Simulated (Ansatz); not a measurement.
Input for Ansatz (a quantum-chemistry and plane-wave program): R-CCSD(T)/aug-cc-pV(T+d)Z on hydrogen sulfide (SMILES S), atoms moved off the minimum. Files ending in .json are basis or fitting sets from the Basis Set Exchange.

Ansatz 0.2 input:
```yaml
crystal:
  periodic: [false, false, false]
  atoms:
    - {symbol: S, position_ang: [-0.08575593, 0.13111487, 0.05007970]}
    - {symbol: H, position_ang: [-1.07010166, -0.94828856, -0.12423734]}
    - {symbol: H, position_ang: [1.08631880, -0.93184212, -0.08094849]}
basis:
  gaussian:
    orbitals: aug-cc-pV_T+d_Z.json
magnetization: {spin_polarized: false}
correlation: {method: ccsd_t, electrons: outside_noble_gas}
scf: {lower_state_search: off}
output: {forces: true}
```

The log:

```
WARN ansatz: RAYON_NUM_THREADS=1 ignored (pool sized by the plan → 1); use --threads N
Functional definition: HF
these checks for a lower state are left out or cut short: starts, cluster_reference, orbital_swaps, neighbouring_geometries, increment
integrals: 0.11 GiB planned
576 factors; integrals over basis functions are off by at most 5.6e-4 eV
mean field: 0.14 GiB planned
mean field evaluation 1: about -10848.0804 eV, gradient 1.1e1 eV
mean field evaluation 2: about -10848.0812 eV, gradient 1.1e1 eV
mean field evaluation 4: about -10848.6855 eV, gradient 1.5e0 eV
mean field evaluation 8: about -10848.7036 eV, gradient 4.7e-5 eV
mean field -10848.70356616 eV, -398.6825025409 hartree, gradient 1.2e-6 eV, S^2 0.000000; 0 other end points of the search recorded, 0 dependent functions left out
5 core orbitals not correlated
reference -10848.70356616 eV, -398.6825025409 hartree; 4, 4 occupied and 92, 92 virtual orbitals, 576 factors
densities: 0.42 GiB planned
second order -5.41542812 eV of doubles, -0.00000000 eV of singles
coupled cluster: 0.28 GiB planned
cycle   1  -5.89105041 eV  change   -4.8e-1 eV  update   5.7e-2
cycle   2  -6.09645087 eV  change   -2.1e-1 eV  update   2.0e-2
cycle   3  -6.11480192 eV  change   -1.8e-2 eV  update   6.0e-3
cycle   4  -6.11434117 eV  change    4.6e-4 eV  update   1.8e-3
cycle   5  -6.11393984 eV  change    4.0e-4 eV  update   5.2e-4
cycle   6  -6.11387476 eV  change    6.5e-5 eV  update   2.1e-4
cycle   7  -6.11387688 eV  change   -2.1e-6 eV  update   6.5e-5
cycle   8  -6.11388127 eV  change   -4.4e-6 eV  update   1.8e-5
cycle   9  -6.11387795 eV  change    3.3e-6 eV  update   5.2e-6
perturbative correction -0.26543654 eV, -0.0097546128 hartree
the calculation of the forces begins
mean field evaluation 16: about -10848.7036 eV, gradient 1.2e-6 eV
Total energy: -10855.08288064 eV, -398.9169380242 hartree
Atom 0 at    -0.085756     0.131115     0.050080 Å, force     0.942293    -4.194255    -0.586891 eV/Å
Atom 1 at    -1.070102    -0.948289    -0.124237 Å, force     1.630288     1.827645     0.294463 eV/Å
Atom 2 at     1.086319    -0.931842    -0.080948 Å, force    -2.572581     2.366610     0.292428 eV/Å
Dipole moment:     0.005477    -0.191781    -0.027549 e Å
Checks for a lower state left out: starts, cluster_reference, orbital_swaps, neighbouring_geometries, increment
```

The run converged.

Cost: about 13 core-seconds (a rough figure).
